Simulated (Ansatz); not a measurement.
The input, for Ansatz 0.2.0:

```yaml
crystal:
  periodic: [false, false, false]
  atoms:
    - {symbol: N, position_ang: [0.000000, 0.052135, 1.255614]}
    - {symbol: P, position_ang: [0.000000, -0.067361, -0.543360]}
    - {symbol: H, position_ang: [0.000000, 1.345503, -0.751144]}
basis:
  gaussian: {orbitals: cc-pVDZ}
total_charge: 1
magnetization: {spin_polarized: false, initial_magnetization: 2}
correlation: {method: fic_mrcisd_q, electrons: outside_noble_gas, active_space: {window: {electrons: 10, orbitals: 9}, shells: [{species: H, l: s, shell: 1}, {species: "N", l: s, shell: 2}, {species: "N", l: p, shell: 2}, {species: P, l: s, shell: 3}, {species: P, l: p, shell: 3}]}}
```

```sh
$ ansatz run in.yaml --threads 1 --pin off --events-out ev --progress --plain --max-ram 4096MiB --backend cpu
```

Output:

```
684 factors; integrals over basis functions are off by at most 1.6e-7 eV
mean field evaluation 1: about -10751.1423 eV, gradient 3.4e1 eV
mean field evaluation 2: about -10751.1903 eV, gradient 3.4e1 eV
mean field evaluation 4: about -10756.3073 eV, gradient 5.4e0 eV
mean field evaluation 8: about -10757.4562 eV, gradient 8.5e-1 eV
mean field evaluation 16: about -10757.4650 eV, gradient 7.1e-6 eV
mean field evaluation 32: about -10755.1593 eV, gradient 2.0e0 eV
mean field evaluation 64: about -10756.7380 eV, gradient 6.7e0 eV
mean field evaluation 96: about -10751.0634 eV, gradient 1.6e1 eV
mean field evaluation 128: about -10757.4602 eV, gradient 5.3e-1 eV
mean field -10757.46504695 eV, -395.3295488037 hartree, gradient 7.1e-6 eV, S^2 2.000000; 11 other end points of the search recorded, 0 dependent functions left out
reference -10757.46504695 eV, -395.3295488037 hartree; 12, 10 occupied and 25, 27 virtual orbitals, 684 factors
state -10759.64529788 eV, -395.4096715474 hartree
contracted CI cycle   1: correlation 0.00000000 eV, 0.0000000000 hartree, residual 1.81e1 eV
contracted CI cycle   2: correlation -4.14468989 eV, -0.1523145439 hartree, residual 3.28e0 eV
contracted CI cycle   3: correlation -4.28587628 eV, -0.1575030482 hartree, residual 6.55e-1 eV
contracted CI cycle   4: correlation -4.29189069 eV, -0.1577240735 hartree, residual 1.50e-1 eV
contracted CI cycle   5: correlation -4.29218668 eV, -0.1577349510 hartree, residual 3.24e-2 eV
contracted CI cycle   6: correlation -4.29220103 eV, -0.1577354784 hartree, residual 7.23e-3 eV
contracted CI cycle   7: correlation -4.29220172 eV, -0.1577355038 hartree, residual 1.69e-3 eV
contracted CI cycle   8: correlation -4.29220176 eV, -0.1577355052 hartree, residual 3.72e-4 eV
state -10759.64529788 eV, -395.4096715474 hartree; corrected -10764.21937831 eV, -395.5777659028 hartree
Total energy: -10764.21937831 eV, -395.5777659028 hartree
Checks for a lower state left out: starts, orbital_swaps
```

For the same geometry and basis UCCSDTQ lies 13.5 meV lower.

Ran on 1 thread of AMD EPYC 7R13, shared host: 4.5 s wall, 0.34 GiB peak host memory.
